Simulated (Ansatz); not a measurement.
Geometry optimisation, Ansatz, RKS PBE-D4/def2-SVPD.

Input file:

```yaml
crystal:
  periodic: [false, false, false]
  atoms:
    - { symbol: Al, position_ang: [0.0, 0.0, 0.0] }
    - { symbol: H, position_ang: [0.0, 0.0, 1.91] }
    - { symbol: H, position_ang: [1.351, 0.0, -0.78] }
    - { symbol: C, position_ang: [-1.706, 0.0, -0.985] }
    - { symbol: H, position_ang: [-2.2662, -0.9305, -0.7558] }
    - { symbol: H, position_ang: [-2.3102, 0.8797, -0.6796] }
    - { symbol: H, position_ang: [-1.5043, 0.0508, -2.0753] }
    - { symbol: O, position_ang: [0.0869, -1.972, 0.6559] }
    - { symbol: H, position_ang: [-0.4595, -2.5566, 0.0397] }
    - { symbol: H, position_ang: [0.0439, -0.9965, 1.8084] }
basis:
  gaussian: { orbitals: def2-SVPD }
hamiltonian:
  xc: pbe
  dispersion: d4
relax:
  f_tol: 0.15
  max_steps: 25
  restrain:
    - { distance: [0, 7], at: 1.78, k: 30.0 }
    - { distance: [9, 1], at: 0.66, k: 30.0 }
    - { distance: [0, 1], at: 2.76, k: 30.0 }
    - { distance: [9, 7], at: 2.21, k: 30.0 }
```

Launched with:

```bash
$ ansatz run input.yaml --threads 4 --pin off --max-ram 5120MiB --backend cpu --events-out ev --progress --plain --runs-dir out
```

Question: Where does it end, and by what steps?

Answer: It converged. The restraints hold the end off the free minimum; the threshold counts their pulls, which the force column leaves out. Restrained pairs: Al1–O8 (2.08 → 1.77 Å), H2–H10 (1.00 → 0.73 Å), Al1–H2 (1.91 → 2.76 Å), O8–H10 (1.51 → 2.22 Å). After 7 steps the energy has fallen by 1.692 eV (the restraints' own energy left out); Al1 moved furthest, 0.71 Å.

```json
{"step": "0", "energy less start (eV)": "0.0000", "largest force component (eV/Å)": "3.392", "accepted": "yes"}
{"step": "1", "energy less start (eV)": "-0.5442", "largest force component (eV/Å)": "3.907", "accepted": "yes"}
{"step": "2", "energy less start (eV)": "-1.0057", "largest force component (eV/Å)": "2.880", "accepted": "yes"}
{"step": "3", "energy less start (eV)": "-1.4255", "largest force component (eV/Å)": "2.392", "accepted": "yes"}
{"step": "4", "energy less start (eV)": "-1.6291", "largest force component (eV/Å)": "1.574", "accepted": "yes"}
{"step": "5", "energy less start (eV)": "-1.6964", "largest force component (eV/Å)": "0.905", "accepted": "yes"}
{"step": "6", "energy less start (eV)": "-1.6917", "largest force component (eV/Å)": "1.595", "accepted": "yes"}
{"step": "7", "energy less start (eV)": "-1.6921", "largest force component (eV/Å)": "1.723", "accepted": "yes"}
```

```xyz
10
Properties=species:S:1:pos:R:3
Al 0.041 -0.553 -0.445
H -0.064 -0.045 2.262
H 1.361 0.316 -0.621
C -1.734 -0.014 -1.078
H -2.524 -0.767 -0.886
H -2.057 0.932 -0.593
H -1.720 0.187 -2.171
O 0.319 -2.135 0.294
H -0.421 -2.751 0.417
H 0.036 -0.695 1.958
```

The run took 10 s on 4 threads of Arm Neoverse V1, on a shared host, peak memory 0.15 GiB.
